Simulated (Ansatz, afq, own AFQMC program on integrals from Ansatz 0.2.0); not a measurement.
AFQMC on a folder of integrals that Ansatz 0.2.0 wrote.

```yaml
crystal:
  periodic: [false, false, false]
  atoms:
    - {symbol: P, position_ang: [0.000000, 0.000000, 0.000000]}
basis:
  gaussian: {orbitals: 6-31G}
magnetization: {spin_polarized: true, initial_magnetization: 3}
correlation: {method: ccsd_t, electrons: outside_noble_gas, hamiltonian_folder: ham}
```

```sh
$ ansatz run in.yaml --threads 1 --pin off --events-out ev --progress --plain --max-ram 16896MiB --backend cuda --devices 0, --max-vram 18GiB
```

afq runs on the folder ham with

```
--method phaseless --trial cisd --walkers 4000 --populations 20 --least-time 60 --time-step 0.005 --steps-per-block 50 --equilibration-blocks 28 --max-blocks 4000 --target-error 0.00014 --factor-cut 1e-05 --start spin_pure --seed 9227 --release-times 0.24,0.51,0.99,1.62,2.4 --release-step 0.03 --release-every 3 --taylor-order 6
```

Times are imaginary, in 1/Eh. The walk had a cap of 122 s. With eight or more populations the least sampling time is a fifth of least-time, and the error comes from their spread.

```
orbitals 8  electrons 4 1  factors 29 of 59
reference energy -340.68900835 Eh
CCSD correlation -0.01579802 Eh in 8 cycles, weight of the determinant in the CISD state 0.9882
energy of the start -340.704808 Eh
 block  time / (1/Eh)  mean weight  energy / Eh
     1     0.250  1.0000  -340.704807
     2     0.500  1.0000  -340.704824
     3     0.750  0.9999  -340.704846
     4     1.000  1.0000  -340.704876
     5     1.250  1.0000  -340.704894
     8     2.000  0.9999  -340.704962
    11     2.750  1.0000  -340.704960
    14     3.500  1.0000  -340.704946
    17     4.250  1.0000  -340.704938
    20     5.000  1.0001  -340.704947
    23     5.750  1.0000  -340.704916
    26     6.500  1.0000  -340.704926
    29     7.250  0.9999  -340.704929
    32     8.000  0.9999  -340.704939
    35     8.750  1.0000  -340.704949
    38     9.500  1.0000  -340.704956
    41    10.250  1.0000  -340.704948
    44    11.000  1.0001  -340.704931
    47    11.750  0.9999  -340.704953
    50    12.500  1.0000  -340.704965
    53    13.250  1.0000  -340.704952
    56    14.000  1.0000  -340.704947
    59    14.750  1.0000  -340.704963
    62    15.500  0.9999  -340.704939
    65    16.250  1.0000  -340.704928
    68    17.000  0.9999  -340.704940
    71    17.750  1.0001  -340.704927
    74    18.500  1.0000  -340.704927
    76    19.000  1.0000  -340.704909
    77    19.250  1.0000  -340.704926
    78    19.500  0.9999  -340.704933
error from the spread of 20 populations
released: time / (1/Eh)  energy / Eh  error  mean overlap
  0.24  -340.704933  0.000005  1.0011
  0.51  -340.704937  0.000004  1.0011
  0.99  -340.704939  0.000003  1.0006
  1.62  -340.704941  0.000003  0.9982
  2.40  -340.704942  0.000003  0.9984
energy -340.704937 +/- 0.000005 Eh
(rows thinned)
```

Problem. Estimate how long the walk took on 1 × NVIDIA H100 80GB HBM3 with 2 threads of AMD EPYC 7R13 Processor (Zen 3) (shared host) (the card was shared).

Solution. 19 s of wall time.

The run passed its tests (sampling time, drift between the halves within three errors, error under three times the target), which doesn't prove that it has relaxed.

Against this walk (error 0.1 meV) on the same determinant: CCSD(T) 0.8 meV higher, CCSDT(Q) 0.1 meV lower (within the noise), CCSDTQ 0.1 meV lower (within the noise), full CI 0.1 meV lower (within the noise). The error is statistical and leaves out the bias of the constraint. Released to 2.40 1/Eh the energy moves by -0.13 ± 0.16 meV (both errors), within twice the noise.

Cautions: constraint bias not in the error.

CCSDT and higher add their correlation energy to the determinant of the CCSD(T) run, since their own runs factorise the integrals more tightly (a shift of under 2 meV). A walk keeps the symmetry of its determinant, which the program's search chose and which needn't be the lowest solution, so a lower state of the same spin and another symmetry isn't excluded.
